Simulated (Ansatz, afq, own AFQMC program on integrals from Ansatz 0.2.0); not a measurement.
Two steps: Ansatz 0.2.0 writes the Fock matrix and Cholesky factors of the valence space, and afq projects on them the lowest state that overlaps trial and start.

```yaml
crystal:
  periodic: [false, false, false]
  atoms:
    - {symbol: Ge, position_ang: [0.000000, -0.044572, 0.290198]}
    - {symbol: C, position_ang: [0.000000, 0.182313, -1.601029]}
    - {symbol: H, position_ang: [0.000000, 1.508639, 0.640309]}
    - {symbol: H, position_ang: [0.000000, -0.468907, -2.476239]}
basis:
  gaussian: {orbitals: cc-pVDZ}
magnetization: {spin_polarized: true, initial_magnetization: 2}
correlation: {method: ccsd_t, electrons: outside_noble_gas, hamiltonian_folder: ham}
```

```sh
$ ansatz run in.yaml --threads 1 --pin off --events-out ev --progress --plain --max-ram 1843MiB
```

Options of the walk:

```
--method phaseless --trial hf --walkers 120 --populations 1 --least-time 40 --time-step 0.005 --steps-per-block 20 --equilibration-blocks 112 --max-blocks 600 --target-error 0.00114 --factor-cut 1e-05 --start spin_pure --seed 3376 --taylor-order 6
```

Times are imaginary, in 1/Eh. The walk had a cap of 1086 s. Filled inner d shells are frozen with the cores.

Output of the walk:

```
orbitals 36  electrons 6 4  factors 288 of 548
reference energy -2114.24088791 Eh
CCSD correlation -0.20074264 Eh in 12 cycles, weight of the determinant in the CISD state 0.8633
energy of the start -2114.241326 Eh
 block  time / (1/Eh)  mean weight  energy / Eh
     1     0.100  1.0014  -2114.279365
     2     0.200  1.0007  -2114.312655
     3     0.300  1.0015  -2114.336824
     4     0.400  1.0022  -2114.353861
     5     0.500  1.0011  -2114.364094
     8     0.800  1.0005  -2114.384574
    18     1.800  1.0000  -2114.417854
    69     6.900  0.9997  -2114.420135
   120    12.000  0.9983  -2114.410568
   171    17.100  1.0009  -2114.469331
   222    22.200  0.9976  -2114.430430
   273    27.300  1.0003  -2114.477670
   324    32.400  0.9998  -2114.439632
   375    37.500  1.0016  -2114.447493
   392    39.200  1.0003  -2114.484004
   426    42.600  1.0005  -2114.466842
   477    47.700  0.9991  -2114.444472
   528    52.800  1.0009  -2114.444379
   579    57.900  1.0013  -2114.459676
   630    63.000  1.0001  -2114.451566
   681    68.100  0.9975  -2114.453049
   698    69.800  0.9998  -2114.467733
blocks merged  error / Eh  count
     1  0.000637  600
     2  0.000857  300
     4  0.001098  150
     8  0.001279  75
    16  0.001298  37
    32  0.001245  18
    64  0.001185  9
energy -2114.452790 +/- 0.001298 Eh
(rows thinned)
```

The run passed its tests (sampling time, drift between the halves within three errors, error under three times the target), which doesn't prove that it has relaxed.

Against this walk (error 35.3 meV) on the same determinant: CCSD(T) 141.5 meV higher, CCSDT(Q) 86.2 meV higher, a separate phaseless walk with a CISD trial and standard settings 95.8 ± 39.3 meV higher. The error is statistical and leaves out the bias of the constraint.

Cautions: constraint bias not in the error; error above the target (35.3 against 31.0 meV); no relativity below Rb; no spin-orbit coupling; inner d shell frozen; lower spins were not checked; the determinant is a saddle point among determinants of its kind.

The walk took 4.4 min on 1 thread of Arm Neoverse V2 (shared host). The log's last line is the phaseless energy.

CCSDT and higher add their correlation energy to the determinant of the CCSD(T) run, since their own runs factorise the integrals more tightly (a shift of under 2 meV). A walk keeps the symmetry of its determinant, which the program's search chose and which needn't be the lowest solution, so a lower state of the same spin and another symmetry isn't excluded.
